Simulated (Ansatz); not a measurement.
A CCSD(T) single point on C3H5NO, SMILES `C=C(O)C=N`.

```yaml
crystal:
  periodic: [false, false, false]
  atoms:
    - {symbol: C, position_ang: [-1.596375, 0.059363, 0.507106]}
    - {symbol: C, position_ang: [-0.365366, -0.358469, 0.203511]}
    - {symbol: O, position_ang: [0.053490, -1.621168, 0.359734]}
    - {symbol: C, position_ang: [0.643486, 0.556441, -0.336368]}
    - {symbol: N, position_ang: [1.789483, 0.080824, -0.598560]}
    - {symbol: H, position_ang: [-1.858315, 1.096762, 0.352007]}
    - {symbol: H, position_ang: [-2.343322, -0.613520, 0.905948]}
    - {symbol: H, position_ang: [0.981483, -1.623060, 0.058583]}
    - {symbol: H, position_ang: [0.345044, 1.597999, -0.480631]}
    - {symbol: H, position_ang: [2.433492, 0.773626, -0.968330]}
basis:
  gaussian: {orbitals: def2-TZVPP}
correlation: {method: ccsd_t}
output: {orbitals: {seedname: orbitals}}
```

```sh
$ ansatz run in.yaml --threads 2 --pin off --events-out ev --progress --plain --max-ram 4352MiB
```

Output of Ansatz, abridged:

```
Functional definition: HF
1370 factors; integrals over basis functions are off by at most 1.0e-3 eV
mean field evaluation 1: about -6687.0783 eV, gradient 4.0e1 eV
mean field evaluation 2: about -6687.3663 eV, gradient 4.0e1 eV
mean field evaluation 4: about -6690.9932 eV, gradient 5.0e0 eV
mean field evaluation 8: about -6691.0718 eV, gradient 3.2e-1 eV
mean field evaluation 16: about -6691.0727 eV, gradient 1.6e-6 eV
mean field -6691.07272702 eV, -245.8923873461 hartree, gradient 1.6e-6 eV, S^2 0.000000; 0 other end points of the search recorded, 0 dependent functions left out; unrestricted orbitals would lower it
5 core orbitals not correlated: weight in the atoms' cores, before any rotation towards them, 1.000 or more for the frozen orbitals, at most 0.000 for the correlated occupied ones
reference -6691.07272702 eV, -245.8923873461 hartree; 14, 14 occupied and 206, 206 virtual orbitals, 1370 factors
second order -25.03027363 eV of doubles, -0.00000000 eV of singles
cycle   1  -24.92018642 eV  change    1.1e-1 eV  update   1.1e-1
cycle   2  -25.54048586 eV  change   -6.2e-1 eV  update   3.6e-2
cycle   3  -25.70020518 eV  change   -1.6e-1 eV  update   1.8e-2
cycle   4  -25.68630637 eV  change    1.4e-2 eV  update   4.7e-3
cycle   5  -25.68575186 eV  change    5.5e-4 eV  update   2.0e-3
cycle   6  -25.68674480 eV  change   -9.9e-4 eV  update   5.5e-4
cycle   7  -25.68638575 eV  change    3.6e-4 eV  update   2.3e-4
cycle   8  -25.68632130 eV  change    6.4e-5 eV  update   8.4e-5
cycle   9  -25.68634910 eV  change   -2.8e-5 eV  update   3.1e-5
perturbative correction -1.18234184 eV, -0.0434502610 hartree
Total energy: -6717.94141796 eV, -246.8797935258 hartree
```

Run time 2.8 min (2 threads of an Arm Neoverse V2 on a shared host); peak host memory 3.8 GiB.

Correlation energy per correlated electron: -0.960 eV. T1 diagnostic: 0.0133.
